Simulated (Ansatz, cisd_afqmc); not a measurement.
Species: NH2, charge 0, doublet. NH2 (SMILES [NH2], doublet).
HTBH set geometry:
```xyz
3

N      0.0000     0.0000    -0.1414
H      0.0000    -0.8023     0.4950
H      0.0000     0.8023     0.4950
```
Charge 0, spin multiplicity 2.

Total energies in aug-cc-pVDZ, 7 correlated electrons, 1 frozen orbitals. Radicals and triplets start from unrestricted determinants; spin-orbit coupling is neglected. Cores are frozen in correlated methods. No relativity. AFQMC is phaseless with a CISD trial state; ± is one standard error, without the phaseless bias. Outlying blocks are dropped, and bars are widened where a walk drifts. Over all cases where full CI ran beside it in this data, AFQMC minus full CI had a median of +0.1 mEh and passed +0.4 mEh in a tenth of the cases.

| method | program | energy (Eh) | minus CCSDTQ (mEh) |
|---|---|---|---|
| HF | Ansatz | -55.57508 | 177.33 |
| MP2 | Ansatz | -55.72838 | 24.03 |
| CCSD | Ansatz | -55.74779 | 4.62 |
| CCSD(T) | Ansatz | -55.75170 | 0.71 |
| CCSDT(Q) | Ansatz | -55.75241 | 0.00 |
| CCSDTQ | Ansatz | -55.75241 | 0.00 |
| AFQMC/CISD | cisd_afqmc | -55.7522 ± 0.0001 | 0.2 ± 0.1 |

Rough core times of Ansatz's runs on a shared machine: CCSD(T) under 20 s, CCSDT(Q) 20 s, CCSDTQ 7 min.

Ansatz is a first-principles code.
